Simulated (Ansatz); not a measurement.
Basis-set extrapolation for C2H4N2O (`NC1(O)C=N1`) (PBE0-D4/def2-TZVP geometry, frozen core, Ansatz). Multiplicity 1, RHF reference.

|  | def2-TZVPP | def2-QZVPP |
| --- | --- | --- |
| HF | -261.849570 | -261.861711 |
| MP2 correlation | -0.962073 | -1.030885 |
| CCSD(T) correlation | -1.019957 | not run |

Energies in hartree. Use E(X) = E(∞) + A·exp(−7.88·√X) for Hartree–Fock and E(X) = E(∞) + B·X^(−2.97) for correlation, with X = 3 and 4, and add CCSD(T) minus MP2 of the smaller set to the MP2 limit.

Q: What is the CCSD(T) energy at the basis-set limit?

A: HF limit: -261.861711 + (-0.012141) × 0.13774 = -261.86338. MP2 limit: -1.030885 + (-0.068812) × 0.74074 = -1.08186. Higher-order term: -1.019957 − (-0.962073) = -0.05788. Total: -263.00312 hartree, 83.8 kcal/mol below CCSD(T)/def2-TZVPP.
